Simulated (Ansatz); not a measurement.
## Scan of [OH···H···N], quartet

Starting geometry:

```yaml
atoms:
  - { symbol: O, position_ang: [-1.1404, -0.0292, 0.0000] }
  - { symbol: H, position_ang: [-1.3897, 0.8974, 0.0000] }
  - { symbol: H, position_ang: [-0.1808, -0.0292, 0.0000] }
  - { symbol: N, position_ang: [1.4156, -0.0292, 0.0000] }
```

From there atom H3 is moved from one fragment to the other while all else, the fragments' distance too, stays fixed; atoms are numbered as listed. Energies are in eV, counted from the starting geometry at the same level. Kohn–Sham curves are unrestricted where that lies lower.

Basis cc-pVDZ; Ansatz 0.2.0. Only valence electrons are correlated (noble-gas cores frozen). Prefix R: restricted or restricted open-shell reference; prefix U: unrestricted.

Full CI isn't at hand for all of this; UCCSDT(Q) serves as the reference, and is uncertain by the last step of the cluster series or more.

| distance O1-H3 (Å) | RPA-PBE |
| --- | --- |
| 0.892 | 0.130 |
| 0.960 | 0.000 |
| 1.039 | 0.133 |
| 1.119 | 0.405 |
| 1.198 | 0.683 |
| 1.278 | 0.897 |
| 1.357 | 1.023 |
| 1.437 | 1.104 |
| 1.516 | 1.227 |

Q: Estimate the UCCSDT(Q) curve in cc-pVDZ from this one, knowing how RPA-PBE differs from it in such a basis.

A: The computed UCCSDT(Q) values, in eV from the starting point, and the difference of RPA-PBE against them:
```json
{"distance O1-H3 (Å)": "0.892", "UCCSDT(Q)": "0.113", "RPA-PBE less UCCSDT(Q)": "0.017"}
{"distance O1-H3 (Å)": "0.960", "UCCSDT(Q)": "0.000", "RPA-PBE less UCCSDT(Q)": "0.000"}
{"distance O1-H3 (Å)": "1.039", "UCCSDT(Q)": "0.175", "RPA-PBE less UCCSDT(Q)": "-0.042"}
{"distance O1-H3 (Å)": "1.119", "UCCSDT(Q)": "0.522", "RPA-PBE less UCCSDT(Q)": "-0.117"}
{"distance O1-H3 (Å)": "1.198", "UCCSDT(Q)": "0.907", "RPA-PBE less UCCSDT(Q)": "-0.224"}
{"distance O1-H3 (Å)": "1.278", "UCCSDT(Q)": "1.237", "RPA-PBE less UCCSDT(Q)": "-0.340"}
{"distance O1-H3 (Å)": "1.357", "UCCSDT(Q)": "1.434", "RPA-PBE less UCCSDT(Q)": "-0.411"}
{"distance O1-H3 (Å)": "1.437", "UCCSDT(Q)": "1.516", "RPA-PBE less UCCSDT(Q)": "-0.412"}
{"distance O1-H3 (Å)": "1.516", "UCCSDT(Q)": "1.589", "RPA-PBE less UCCSDT(Q)": "-0.362"}
```

The difference spans 0.429 eV and is largest, -0.412 eV, at 1.437 Å.

In so small a basis both RPA and the reference are far from their limits and near them at different rates, so the difference would change in a larger set.
